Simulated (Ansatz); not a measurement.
C2H2FNO, SMILES `N=C=C(O)F`, relaxed with RKS PBE0-D4/def2-TZVP in Ansatz from a PBE-D4/def2-SVP geometry. The force threshold is 0.005 eV/Å; the program also tests the step.

The species carries charge 0 and has multiplicity 1.

Start:

```xyz
7

N    -1.060   -1.536    0.568
C    -0.505   -0.478    0.227
C     0.239    0.605    0.014
O     1.200    0.676   -0.937
F    -0.055    1.778    0.633
H    -1.893   -1.771   -0.008
H     2.074    0.726   -0.497
```

```tsv
step	energy (eV)	largest force (eV/Å)	largest move (Å)
1	-8352.6490	1.288	0.000
2	-8352.6880	0.299	0.050
3 (rejected)	-8352.6783	0.937	0.089
4	-8352.6954	0.508	0.043
5 (rejected)	-8352.6951	0.351	0.042
6	-8352.7004	0.044	0.018
7	-8352.7006	0.013	0.005
8	-8352.7006	0.004	0.001
```

End:

```xyz
7

N    -1.051   -1.519    0.558
C    -0.486   -0.479    0.243
C     0.227    0.592    0.007
O     1.191    0.670   -0.924
F    -0.063    1.750    0.624
H    -1.873   -1.736   -0.010
H     2.055    0.722   -0.497
```

It took 28 s on 2 threads of an Arm Neoverse V1 on a shared host, with 0.31 GiB of host memory at the peak.
